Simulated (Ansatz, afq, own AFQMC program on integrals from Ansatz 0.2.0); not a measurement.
**HBr + Si, triplet: a scan with AFQMC**

```yaml
atoms:
  - { symbol: Br, position_ang: [0.0000, 0.0000, -1.6789] }
  - { symbol: H, position_ang: [0.0000, 0.0000, -0.2583] }
  - { symbol: Si, position_ang: [0.0000, 0.0000, 1.9371] }
```

A hydrogen atom is moved from one rigid fragment to the other; the Br1–H2 distance tells how far. The two fragments are held close together, so this isn't a minimum-energy path and the start is a compressed complex. Energies in eV count from this geometry (1.421 Å) at the same level; the start stands on UHF, each point on the determinant named.

Basis cc-pVTZ. Noble-gas cores (and the filled d shells of Ga–Kr and In–Xe) are frozen. AFQMC by an in-house program on the Cholesky factors that Ansatz 0.2.0 writes for its CCSD(T) run. The CISD trial takes its coefficients from CCSD amplitudes. Released means that phaseless walkers are propagated on without the constraint, phases kept. Uncertainties: one standard error, sampling alone. No spin–orbit coupling.

Cautions, each for one point or more: inner d shell frozen; lower spins were not checked; no relativity below Rb; no spin-orbit coupling; the determinant is a saddle point among determinants of its kind; unrestricted determinant slightly spin contaminated.

```
r(Br1–H2) / Å  det.     T1  weight  ⟨S²⟩  CCSD(T)  ph-AFQMC/CISD  CCSDT(Q)  wB97M-V  B2PLYP
        1.636   UHF  0.014    0.86  2.04    0.172  0.164 ± 0.007     0.166    0.125   0.100
        1.744   UHF  0.017    0.85  2.05    0.310  0.302 ± 0.006     0.300    0.238   0.204
        1.852   UHF  0.019    0.85  2.06    0.404  0.401 ± 0.006     0.391    0.308   0.274
        1.960   UHF  0.021    0.85  2.05    0.459  0.459 ± 0.007     0.446    0.344   0.319
        2.176   UHF  0.023    0.85  2.03    0.694  0.687 ± 0.007     0.686    0.568   0.569
```

Weight is that of the determinant in the CISD state; at the start T1 is 0.010 and the weight 0.86, and ⟨S²⟩ is 2.02. Largest departures from CCSDT(Q), at the points where its series has closed: CCSD(T) 0.013 eV at 1.852 (on UHF), ph-AFQMC/CISD 0.012 eV at 1.960 (on UHF) (within the noise), wB97M-V -0.118 eV at 2.176, B2PLYP -0.127 eV at 1.960. Functionals count only at points shown to share the start's state and spin. In total energy ph-AFQMC/CISD lies 16 ± 4 meV above CCSDT(Q) at the start, so its agreement along the curve rests in part on cancellation.

Some points may be missing: those where a free walk finds a much lower state, and past Zn most of those on another determinant than at the start.

A walk keeps the symmetry of its determinant, which the program's search chose and which needn't be the lowest solution, so a lower state of the same spin and another symmetry isn't excluded.
